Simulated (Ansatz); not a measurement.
C$_{2}$H$_{4}$F$_{2}$O (`COC(F)F`). Total charge 0; spin multiplicity 1.

Z-matrix (Å, degrees):
```
C
O 1 1.417
H 1 1.093 2 111.2
H 1 1.096 2 110.9 3 122.1
H 1 1.088 2 106.4 3 -119.3
C 2 1.350 1 113.9 3 -66.8
F 6 1.336 2 107.5 1 -172.4
F 6 1.360 2 111.2 1 70.3
H 6 1.099 2 113.6 1 -50.8
```

List the harmonic frequencies (cm⁻¹, unscaled) at PBE0-D4/def2-TZVP in Ansatz. (An estimate is asked.)

Computed: 108, 167, 293, 483, 550, 672, 1061, 1087, 1155, 1179, 1202, 1266, 1385, 1402, 1482, 1488, 1505, 3031, 3047, 3109, 3171.

Is this a minimum?

Yes, all 21 modes are real.

Give the ideal-gas thermochemistry at 298.15 K and 1 bar (rigid rotor, harmonic oscillator; point group C1, symmetry number 1).

Zero-point energy 172.5 kJ/mol; H(298) − E = 188.9 kJ/mol; entropy 308.5 J/(mol·K), of which translation 163.8, rotation 106.3, vibration 38.5; G(298) − E = 96.9 kJ/mol.

And at 400, 500, 600, 800 and 1000 K?


```json
{"T (K)": "400", "H − E (kJ/mol)": "197.7", "S (J/mol/K)": "333.9", "G − E (kJ/mol)": "64.2"}
{"T (K)": "500", "H − E (kJ/mol)": "208.0", "S (J/mol/K)": "356.8", "G − E (kJ/mol)": "29.6"}
{"T (K)": "600", "H − E (kJ/mol)": "219.8", "S (J/mol/K)": "378.2", "G − E (kJ/mol)": "-7.1"}
{"T (K)": "800", "H − E (kJ/mol)": "246.7", "S (J/mol/K)": "416.8", "G − E (kJ/mol)": "-86.7"}
{"T (K)": "1000", "H − E (kJ/mol)": "277.1", "S (J/mol/K)": "450.6", "G − E (kJ/mol)": "-173.5"}
```
